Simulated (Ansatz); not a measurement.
The parent structure is InP in the zinc blende structure (space group F-43m, No. 216; a = 5.907 Å).

Method: r2SCAN, PAW, 500 eV (Ansatz, an electronic-structure program; scalar-relativistic without spin-orbit coupling), earlier PAW set.

It is then changed as follows: every In is replaced by Ga, then cell and atoms are relaxed.

Measured band gap: InP 1.47 eV (static lattice; corrected from measurement; as listed in Wei Chen et al., Physical Review Materials (2018)); GaP 2.43 eV (static lattice; corrected from measurement; as listed in Wei Chen et al., Physical Review Materials (2018)).

Measured lattice parameter a: InP 5.858 Å (static lattice; corrected from measurement; as listed in Daniel Mejia-Rodriguez, S. B. Trickey, Phys. Rev. B (2018)); GaP 5.439 Å (static lattice; corrected from measurement; as listed in Daniel Mejia-Rodriguez, S. B. Trickey, Phys. Rev. B (2018)).

Question: How well does r2SCAN reproduce the measured shift?

Answer: With r2SCAN the band gap moves by +0.82 eV (1.02 → 1.85) against +0.96 eV measured; the lattice parameter a moves by -0.456 Å (5.907 → 5.452) against -0.419 Å measured.

Whether these cells are dynamically stable was not tested.
